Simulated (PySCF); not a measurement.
Molecule: `InChI=1S/CHP/c1-2/h1H`.

Cartesian coordinates in Å; atom numbers follow the order of the lines, from 1:
```xyz
3

C    -0.1471    0.0504   -0.0132
P     1.3783    0.2442    0.0770
H    -1.2204   -0.0859   -0.0766
```

Geometry PBE0-D3(BJ)/def2-SVP throughout; GIAO in PySCF, gas phase, one conformer, non-relativistic; equivalent atoms averaged; functional PBE0.

**Question.** How do the absolute shieldings σ depend on the basis set? (ppm; last column core-seconds on 1 thread of an Arm Neoverse V2, shared host)

**Answer.** 
| basis set | functions | C1 | P2 | H3 | core-s |
| --- | --- | --- | --- | --- | --- |
| STO-3G | 15 | 103.4 | 462.1 | 30.09 | 0.48 |
| 6-31G | 24 | 33.1 | 404.0 | 29.46 | 1 |
| 6-31G* | 34 | 39.9 | 399.1 | 29.16 | 1.2 |
| def2-SVP | 37 | 36.0 | 378.4 | 29.21 | 1.1 |
| 6-311+G(2d,p) | 68 | 22.9 | 326.6 | 29.19 | 1.8 |
| def2-TZVP | 74 | 21.9 | 311.5 | 29.36 | 2 |

**Question.** Which nucleus moves most, in ppm?

**Answer.** P2 (phosphorus bonded to C): from 311.5 ppm with def2-TZVP to 462.1 ppm with STO-3G. The smallest spread is 0.93 ppm, at H3. Proton shifts span only some 12 ppm, so a few tenths of a ppm matter as much there as several ppm in carbon.

**Question.** Taking the largest basis, def2-TZVP (74 functions), as the yardstick, rank the others by their worst heavy-atom deviation.

**Answer.** 6-311+G(2d,p) 15.0 ppm (68 functions), def2-SVP 66.9 ppm (37 functions), 6-31G* 87.6 ppm (34 functions), 6-31G 92.4 ppm (24 functions), STO-3G 150.5 ppm (15 functions).

A small basis that lands close on one nucleus may do so by chance; judge by the trend and by all nuclei.
